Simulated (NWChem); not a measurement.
Correlation energy of propyne (C3H4)

SMILES: C#CC
```xyz
7

C      1.2234    -0.1960     0.0000
C     -0.2116     0.0353     0.0000
C     -1.4074     0.2252     0.0000
H      1.4491    -1.2737     0.0000
H      1.6966     0.2476     0.8898
H      1.6966     0.2476    -0.8898
H     -2.4686     0.3908     0.0000
```
Charge 0, spin multiplicity 1.

All runs are NWChem calculations. Structure: optimised with PBE0/def2-SVP, a minimum by its harmonic frequencies.

Basis set: cc-pVDZ. Each correlation energy counts from its own Hartree-Fock reference.

```json
[
 {"method": "CCSD+T(CCSD)", "correlation energy (mHa)": "-443.6", "difference from CCSD(T)": "-0.6"},
 {"method": "CR-CCSD(T)", "correlation energy (mHa)": "-439.2", "difference from CCSD(T)": "+3.8"},
 {"method": "CCSD(T)", "correlation energy (mHa)": "-443.0", "difference from CCSD(T)": "0.0"},
 {"method": "MP2", "correlation energy (mHa)": "-397.8", "difference from CCSD(T)": "+45.2"},
 {"method": "CCSD", "correlation energy (mHa)": "-427.0", "difference from CCSD(T)": "+16.0"},
 {"method": "RI-MP2", "correlation energy (mHa)": "-397.8", "difference from CCSD(T)": "+45.2"},
 {"method": "CR-CCSD[T]", "correlation energy (mHa)": "-439.7", "difference from CCSD(T)": "+3.3"},
 {"method": "SCS-MP2", "correlation energy (mHa)": "-395.0", "difference from CCSD(T)": "+48.0"}
]
```

The values span 48.6 mHa, from CCSD+T(CCSD) (lowest) to SCS-MP2 (highest). 

The correlated methods keep 3 core orbitals frozen. No row is a measurement; the coupled-cluster row has its own basis-set and correlation limits.
